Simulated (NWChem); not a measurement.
## Correlation energy of H2P

SMILES: [PH2]
```xyz
3

P      0.0000     0.0000     0.1196
H      1.0289     0.0000    -0.8970
H     -1.0289     0.0000    -0.8970
```
Charge 0, spin multiplicity 2.

Everything below was run with NWChem. All single points use one geometry, from UPBE/def2-SVP, a minimum by its harmonic frequencies.

Basis set: STO-3G. Each correlation energy counts from its own Hartree-Fock reference.

The correlated methods keep 5 core orbitals frozen. The structure started from a generated list of species. The unpaired electrons of the parent sit in orbitals of symmetry b2 (C2v labels of the run); other states weren't searched. The stability of the SCF solutions was not checked. Open-shell Hartree-Fock references start from PBE0 orbitals. Coupled-cluster values serve here as a point of comparison, not as the truth.

Q: Order these methods by the correlation energy they give, lowest first: CCSDT on ROHF, SCS-UMP2, UMP2, CCSD on UHF.

A: CCSDT on ROHF (-47.2 mHa), CCSD on UHF (-45.5 mHa), SCS-UMP2 (-34.9 mHa), UMP2 (-29.2 mHa)
